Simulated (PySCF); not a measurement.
Method: PBE-D3(BJ)/def2-TZVP // PBE0-D3(BJ)/def2-TZVP (PySCF). Isolated molecules, 0 K electronic values unless said otherwise. 

Reference species (SMILES): `CC#N` (neutral, multiplicity 1).

```json
{
 "HOMO–LUMO gap": "7.92 eV",
 "dipole_moment": "3.94 D",
 "HOMO": "-8.10 eV",
 "LUMO": "-0.19 eV"
}
```

After one change: the HOMO–LUMO gap falls by 3.38 eV; the dipole moment drops by 2.51 D; the HOMO rises by 2.37 eV; the LUMO falls by 1.01 eV.

Question: What was changed between the two runs? The new species is one of these.
A) `[C-]#[N+]C`
B) `C=C=N`
C) `C#CN`

Answer: B, `C=C=N`
